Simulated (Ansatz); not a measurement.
# C3H4F2O: the cost of one run

Method: RKS revPBE-D4/6-31G, in Ansatz 0.2.0.

## (1) Starting point

Bond lengths: F1–C2 1.350 Å, C2–C3 1.479 Å, C3–O4 1.488 Å, C3–C5 1.478 Å, O4–C5 1.501 Å, C5–F6 1.361 Å, C2–H7 1.088 Å, C2–H8 1.110 Å, C3–H9 1.073 Å, C5–H10 1.087 Å. Angles (14 of 19 angles, heavy atoms first): F1–C2–C3 107.2°, C2–C3–O4 115.7°, C2–C3–C5 122.8°, O4–C3–C5 60.8°, C3–O4–C5 59.3°, C3–C5–O4 59.9°, C3–C5–F6 119.2°, O4–C5–F6 115.5°, F1–C2–H7 112.0°, F1–C2–H8 107.9°, C3–C2–H7 111.8°, C3–C2–H8 110.4°, C2–C3–H9 111.6°, O4–C3–H9 115.0°.

Structure file:

```xyz
10

F    -1.1975   -1.3120    1.0504
C    -0.2446   -0.3643    1.1775
C     0.4337   -0.2485   -0.1315
O     1.1211    1.0453   -0.3907
C    -0.0607    0.6260   -1.2157
F     0.2126    0.2996   -2.5080
H    -0.6579    0.5877    1.5048
H     0.4708   -0.7033    1.9552
H     1.0143   -1.1230   -0.3547
H    -1.0087    1.1413   -1.0845
```

## (2) End point A

The input, input.yaml:

```yaml
crystal:
  periodic: [false, false, false]
  atoms:
    - { symbol: F, position_ang: [-1.1975, -1.312, 1.0504] }
    - { symbol: C, position_ang: [-0.2446, -0.3643, 1.1775] }
    - { symbol: C, position_ang: [0.4337, -0.2485, -0.1315] }
    - { symbol: O, position_ang: [1.1211, 1.0453, -0.3907] }
    - { symbol: C, position_ang: [-0.0607, 0.626, -1.2157] }
    - { symbol: F, position_ang: [0.2126, 0.2996, -2.508] }
    - { symbol: H, position_ang: [-0.6579, 0.5877, 1.5048] }
    - { symbol: H, position_ang: [0.4708, -0.7033, 1.9552] }
    - { symbol: H, position_ang: [1.0143, -1.123, -0.3547] }
    - { symbol: H, position_ang: [-1.0087, 1.1413, -1.0845] }
basis:
  gaussian: { orbitals: "6-31G" }
hamiltonian:
  xc: revpbe
  dispersion: d4
relax:
  f_tol: 0.02
  max_steps: 50
```

Launch:

```
$ ansatz run input.yaml --threads 1 --pin off --max-ram 2048MiB --backend cpu --events-out ev --progress --plain --runs-dir out
```

What time and memory should one allow on 1 thread of Arm Neoverse V1, shared host?

About 26 s, with a peak of 0.14 GiB.
